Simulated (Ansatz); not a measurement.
Reaction (substitution at a C–C bond): `C#CC(N)(F)S` + `CC(O)F` → `C#COC(C)F` + `NC(F)S`

Calculated with Ansatz (gas phase, PBE0-D4/def2-TZVP geometries, no zero-point term in ΔE). CCSD(T)/CBS adds triple-zeta CCSD(T) − MP2 to the extrapolated MP2 energy (def2 sets, frozen cores). DFT in def2-TZVPP. B3LYP here is the variant with VWN-RPA as its local correlation; programs differ in this. Each species was taken in one conformer, which may not be the lowest.

CCSD(T)/CBS gives +17.4 kcal/mol.

Another level gave +15.5 kcal/mol. Which?
A. SCS-MP2/def2-TZVPP
B. B2PLYP/def2-TZVPP
C. CCSD/def2-TZVPP
D. B3LYP/def2-TZVPP

B. B2PLYP 15.5, B3LYP 13.8, SCS-MP2/def2-TZVPP 17.6, CCSD/def2-TZVPP 16.6 kcal/mol.

Largest T1 diagnostic among the species: 0.013.

The D4 term adds +0.8 kcal/mol with B3LYP and +0.4 kcal/mol with PBE0; it sums over pairs of atoms, weighted by their polarisabilities, and B3LYP, whose exchange is more repulsive, gets the larger term. In def2-TZVPP, CCSD(T) changes the Hartree–Fock value by +4.0 kcal/mol (the triples alone add +0.4 kcal/mol) and MP2 by +5.4 kcal/mol.
